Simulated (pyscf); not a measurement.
## Routes from silanol (HO–SiH₃) + HO–GaH₂

Candidate steps break at most two bonds and form at most two. Each was searched with GFN2-xTB (tblite) first. Structures and frequencies: ωB97X-D3(BJ)/def2-SVP in PySCF. Energies: ωB97M-D3(BJ)/def2-TZVP, eV, from the separated reactants, singlet surface; ΔG‡ with ideal gas, 1 atm, RRHO with modes under 100 cm⁻¹ raised to 100, one conformer, R ln 2 for chiral ones without a mode under 150 cm⁻¹.

```json
[
 {"products": "H₃Si–O–GaH₂ + H₂O", "type": "four-centre exchange", "ΔE‡": "-0.44", "ΔE": "-0.14", "ΔG‡ 298 K": "–", "ΔG‡ 900 K": "–", "ν‡ (cm⁻¹)": "834i"},
 {"products": "HO–SiH₂–GaH–OH + H₂", "type": "four-centre exchange", "ΔE‡": "1.79", "ΔE": "+0.17", "ΔG‡ 298 K": "2.24", "ΔG‡ 900 K": "3.18", "ν‡ (cm⁻¹)": "316i"}
]
```

A dash marks a saddle under its separated products, where this table gives no free-energy barrier. Row 1: On the reactant side the descent ends in an adduct with a Ga–O contact, 0.70 eV under the separated species and 0.17 eV under the saddle at ωB97X-D3(BJ)/def2-TZVP. On the product side the descent ends in an adduct with a Ga–O contact, 0.77 eV under the separated species and 0.44 eV under the saddle at ωB97X-D3(BJ)/def2-TZVP. Row 2: On the reactant side the descent ends in an adduct with a Ga–O contact (not fully relaxed), 0.67 eV under the separated species and 2.40 eV under the saddle at ωB97X-D3(BJ)/def2-TZVP. 

Plain bond fissions and candidates not yet searched are not listed, and one of them may be faster. Each barrier is that of the saddle found; lower ones may exist. Elements up to Kr have no core potential and no relativistic terms here.
